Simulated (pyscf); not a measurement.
H₂B–Cl (SMILES BCl) + H₂C=CH₂ (SMILES C=C) -> H₂B–Cl (SMILES BCl) + H₂C=CH₂ (SMILES C=C) (four-centre exchange; singlet surface; B–H, C–H broken, B–H, C–H formed). PySCF, gas phase, ωB97X-D3(BJ)/def2-SVP geometries. Correlated levels are frozen-core, on RHF or UHF. ΔMP2 is the change of the MP2 total energy from the triple- to the quadruple-zeta basis. Energies in kcal/mol from the separated reactants.

```csv
level,barrier,reaction energy
ωB97X-D3(BJ)/def2-TZVP,41.1,0.0
r²SCAN/def2-TZVP,33.4,0.0
B3LYP-D3(BJ)/def2-TZVP,40.8,0.0
PBE0-D3(BJ)/def2-TZVP,33.4,0.0
HF/def2-TZVP,68.8,0.0
CCSD/def2-TZVPP,47.7,0.0
CCSD(T)/def2-TZVPP + ΔMP2(QZVPP),(withheld),0.0
```

Q: What belongs in the gaps?

A: 
- CCSD(T)/def2-TZVPP + ΔMP2(QZVPP), barrier: 43.2

At the saddle there is also a short B–C contact that neither side keeps. One saddle was located; it need not be the lowest between these sides. The CCSD(T) − MP2 part came from Ansatz, without density fitting, on the same reference.
